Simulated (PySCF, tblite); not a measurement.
CH3P.
Numbering: `[CH2:1]=[PH:2]` (hydrogens: H3, H4 on C1; H5 on P2)

Computed with GFN2-xTB (tblite), gas phase: Langevin dynamics at 200 K from the optimised GFN2-xTB geometry, time step 0.5 fs, friction 0.01 fs⁻¹, 2000 steps. Over the second half of the run the saved frames average 222 K.

Frame at 250 fs, instantaneous temperature 135 K:
```
atom  x, y, z in Å
C1     -0.523    0.134    0.210
P2      0.402   -1.087   -0.457
H3     -0.686    1.135   -0.205
H4     -0.706    0.049    1.292
H5      0.467   -0.608   -1.710
```

Frame at 425 fs, instantaneous temperature 164 K:
```
atom  x, y, z in Å
C1     -0.646   -0.174    0.095
P2      0.393   -1.278   -0.520
H3     -0.637    0.857   -0.248
H4     -1.366   -0.408    0.817
H5      1.047   -0.554   -1.608
```

Frame at 625 fs, instantaneous temperature 271 K:
```
atom  x, y, z in Å
C1     -0.465   -0.307   -1.320
P2      0.504   -1.601   -0.908
H3     -0.356    0.293   -2.219
H4     -1.273   -0.109   -0.612
H5      1.487   -1.585   -1.957
```

Frame at 800 fs, instantaneous temperature 155 K:
```
atom  x, y, z in Å
C1     -0.517   -0.780   -1.982
P2      0.539   -1.673   -1.122
H3     -0.278   -0.374   -2.942
H4     -1.579   -0.686   -1.715
H5      1.727   -1.493   -1.786
```

Frame at 1000 fs, instantaneous temperature 151 K:
```
atom  x, y, z in Å
C1     -0.512   -0.260   -1.625
P2      0.364   -1.334   -0.680
H3     -0.495   -0.454   -2.677
H4     -1.105    0.566   -1.266
H5      0.700   -2.224   -1.665
```

Task: What do single points at PBE0/def2-SVPD (PySCF, gas phase, TDDFT, vertical, frozen core in the response) give on these frames?

Result: 
| t (fs) | GFN2-xTB E above start (eV) | DFT E above lowest frame (eV) | HOMO (eV) | LUMO (eV) | dipole (D) | S1 (eV) | f(S1) |
| --- | --- | --- | --- | --- | --- | --- | --- |
| 250 | 0.12 | 0.15 | -7.66 | -1.85 | 0.96 | 4.60 | 0.013 |
| 425 | 0.11 | 0.10 | -7.60 | -1.72 | 1.04 | 4.43 | 0.009 |
| 625 | 0.05 | 0.00 | -7.75 | -1.79 | 0.96 | 4.54 | 0.009 |
| 800 | 0.11 | 0.12 | -7.58 | -1.70 | 1.09 | 4.44 | 0.011 |
| 1000 | 0.09 | 0.10 | -7.64 | -1.82 | 1.04 | 4.47 | 0.011 |

Both levels order the frames alike by energy; measured from each level's lowest frame they differ by 0.08 eV at most. The HOMO–LUMO gap runs from 5.81 to 5.96 eV. These are instantaneous structures, not minima.

The cost below is that of the whole dynamics run. Hardware: one thread of an Arm Neoverse V1, shared host with 32 logical CPUs at a one-minute load of 10. Cost: 3.6 s, 0.18 GiB resident at most.
